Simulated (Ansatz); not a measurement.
Born–Oppenheimer molecular dynamics of BClH6Si (9 atoms, charge 0, multiplicity 1). It starts at the highest image of a converged band, a first-order saddle point between two minima.

Level of theory: Ansatz 0.2.0, RKS B3LYP-D4/def2-SVP.

```json
{
  "ensemble": "NVE (velocity Verlet)",
  "time step": "0.5 fs",
  "steps asked": "200",
  "starting velocities drawn for": "300 K",
  "seed": "11895"
}
```

First frame:

```xyz
9
Properties=species:S:1:pos:R:3
B -0.163 -0.365 0.198
Cl 0.317 0.817 2.065
H 0.684 0.024 -0.559
H -1.331 -0.130 0.056
Si 0.141 -2.372 0.682
H -0.216 -2.954 -0.648
H 1.545 -2.743 1.024
H -0.769 -2.926 1.726
H 0.287 -0.559 1.628
```

Question: How far do the bonds stretch over the last three quarters of this one trajectory? (Pairs bonded in most of those frames.)

Answer: 
| bond | mean (Å) | spread (Å) | shortest | longest |
| --- | --- | --- | --- | --- |
| B1–Cl2 | 1.821 | 0.165 | 1.57 | 2.17 |
| B1–H3 | 1.207 | 0.018 | 1.16 | 1.24 |
| B1–H4 | 1.210 | 0.029 | 1.16 | 1.27 |
| Si5–H6 | 1.490 | 0.028 | 1.44 | 1.54 |
| Si5–H7 | 1.493 | 0.027 | 1.45 | 1.55 |
| Si5–H8 | 1.498 | 0.015 | 1.47 | 1.53 |
| Si5–H9 | 1.531 | 0.067 | 1.42 | 1.69 |

Mean temperature of the second half: 1159 K. The conserved energy stayed within 0.14 meV per atom of its start (net change -0.056 meV per atom), so the integration is sound. The kinetic energy rose, since the run started high on the potential surface and went downhill. It ends in pieces (BClH2 + H4Si), so much of that is their flight and rotation, not heat. A run of 0.1 ps of so small a system gives no equilibrium averages. The orbitals stay closed-shell, which can raise the energy where a bond breaks towards radicals; this wasn't checked here.

The run took 8.5 min on 1 thread of Arm Neoverse V2, with other jobs on the host, peak memory 0.14 GiB.
